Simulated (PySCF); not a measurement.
Species: C₄H₅O₂ (doublet state).
Atom-mapped SMILES: `[CH2:1][C:2](=[CH2:3])[O:4][CH:5]=[O:6]` (hydrogens: H7, H8 on C1; H9, H10 on C3; H11 on C5)

Cartesian coordinates in Å at the GFN2-xTB level; atoms count from 1:
```xyz
11
C4H5O2 angstrom
C     -0.8575   -1.1019    0.1116
C     -0.4002    0.1481   -0.2255
C     -1.1782    1.2766   -0.3349
O      0.9577    0.3325   -0.5467
C      1.9041   -0.1805    0.2219
O      1.7762   -0.8039    1.2313
H     -0.2041   -1.9513    0.1624
H     -1.8938   -1.2413    0.3518
H     -0.7426    2.2192   -0.6063
H     -2.2357    1.2242   -0.1647
H      2.8795    0.0809   -0.2269
```

The hyperfine couplings belong to this conformer and change with its torsions.

The calculation used UKS B3LYP, pcH-1 on C H O, non-relativistic, mean-field spin-orbit, GIAO in PySCF. The structure is a single GFN2-xTB conformer in the gas phase; no vibrational or solvent corrections. Couplings are sensitive to structure, and on GFN2-xTB geometries they can be far from those on DFT ones. The SCF solution wasn't tested for stability. ⟨S²⟩ is 0.779 where a pure state has 0.75.

Task: The isotropic 17O couplings are +5.0, -3.5 MHz. Assign them to O4; O6.

Result: 
| site | a_iso (MHz) | ρ(0) (bohr⁻³) | position | distance from C1 (Å) | spin population | largest \|T\| (MHz) |
| --- | --- | --- | --- | --- | --- | --- |
| O4 | +5.0 | -0.0083 | 2 bonds from C3 | 2.41 | 0.00 | 3.8 |
| O6 | -3.5 | +0.0058 | 4 bonds from C1 | 2.88 | 0.00 | 3.6 |

ρ(0) is the spin density at the nucleus and T the dipolar tensor. Largest spin populations (Mulliken): C1 (+0.69), C3 (+0.69) and C2 (-0.26). The positive populations add up to 1.38 and the negative ones to -0.38, together 2S = 1. The angles at C1 add up to 360.0°, so it is planar; its axial dipolar tensor and the negative couplings of its protons fit spin in a p orbital normal to that plane. Main spin sites, with 60 % or more of the largest population: C1, C3; positions count bonds from the nearest.

H7 and H8 aren't averaged: C1 is flat or nearly so (angle sum 360°), and its turn about the short C1–C2 bond (1.37 Å) is taken as slow.
